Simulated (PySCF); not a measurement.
Input file for PySCF: R-BP86/6-31G* on CH7NO (a complex).

```python
from pyscf import gto, scf, dft, mp
from pyscf.data.elements import chemcore

mol = gto.M(
    atom='''
    O    -3.38909147   -0.60956024   -0.01080746
    H    -3.74774847    0.27812176    0.02152454
    H    -2.42758347   -0.47196524    0.00532054
    N     1.59326953   -0.31331724    0.02450354
    H     1.88863353   -0.86595524   -0.77028646
    H     1.90334953   -0.82403824    0.84136354
    C     2.25260453    0.99504676   -0.01573746
    H     1.94206253    1.57677176    0.84877754
    H     3.34391353    0.95575176   -0.02469346
    H     1.92589253    1.53096476   -0.90356146
    ''',
    basis='6-31g*',
    cart=True,
    charge=0, spin=0, verbose=3, max_memory=1800)
mf = dft.RKS(mol, xc='b88,p86')
mf.conv_tol = 1e-8
mf.max_cycle = 100
mf.kernel()
if not mf.converged:
    mf = mf.newton().run(mf.mo_coeff, mf.mo_occ)
```

The log:

```
converged SCF energy = -172.257872385054
```

The run converged.

Cost: roughly 4 core-seconds.
